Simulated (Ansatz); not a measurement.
Rutile MnO₂, treated with PBE+U (ortho-atomic projectors) (PAW; Ansatz, a first-principles code).

Run with plane-wave cutoff 520 eV, 8×8×12 k mesh (along the axes of the cell as run), U_eff Mn 3.9 eV, spin-polarised with opposed moments, scalar-relativistic PAW data made under PBE.

Cell (relaxed at this level):

```
CELL_PARAMETERS angstrom
      4.43778     0.00000     0.00000
      0.00000     4.43778     0.00000
      0.00000     0.00000     2.93521
ATOMIC_POSITIONS crystal
  Mn 0.00000 0.00000 0.00000
  Mn 0.50000 0.50000 0.50000
  O  0.30606 0.30606 0.00000
  O  0.80606 0.19394 0.50000
  O  0.19394 0.80606 0.50000
  O  0.69394 0.69394 0.00000
```

Problem. What does this level give for the polycrystal shear modulus (Hill average), Voigt–Reuss–Hill bulk modulus, elastic constant C12, elastic constant C33, elastic constant C11, elastic constant C13, elastic constant C44 and elastic constant C66?

Solution. 
- polycrystal shear modulus (Hill average): 64.8 GPa
- Voigt–Reuss–Hill bulk modulus: 204 GPa
- elastic constant C12: 230 GPa
- elastic constant C33: 421 GPa
- elastic constant C11: 232 GPa
- elastic constant C13: 125 GPa
- elastic constant C44: 137 GPa
- elastic constant C66: 215 GPa

Note: the collinear magnetic order is the start's and need not be the measured one.

Elastic constants are with the ions relaxed.

Static lattice: no zero-point or thermal effects.

The result took around 60 core-minutes (rough).
